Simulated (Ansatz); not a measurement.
## Multireference treatment of C2H4O, singlet

Program: Ansatz, Gaussian basis, development build. Basis cc-pVDZ, nonrelativistic, no frozen core. State-specific CASSCF; RHF is the lowest restricted (open-shell) Hartree–Fock solution met. No symmetry is imposed, so a solution can break that of the shape. Lower solutions, or ones in other orbitals, may exist.

Geometry:

```xyz
7

C     0.0000   -0.2910   -1.1399
O     0.0000    0.5836    0.0000
C     0.0000   -0.2910    1.1399
H     0.9196   -0.2941   -1.7201
H    -0.9196   -0.2941   -1.7201
H    -0.9196   -0.2941    1.7201
H     0.9196   -0.2941    1.7201
```

(1) What do CASSCF and its corrections give against RHF in CAS(4,3), and what are the occupations?

## Answers

(1) CASSCF -2.701 eV, SC-NEVPT2 -14.306 eV; occupations 2.00, 1.38, 0.62.
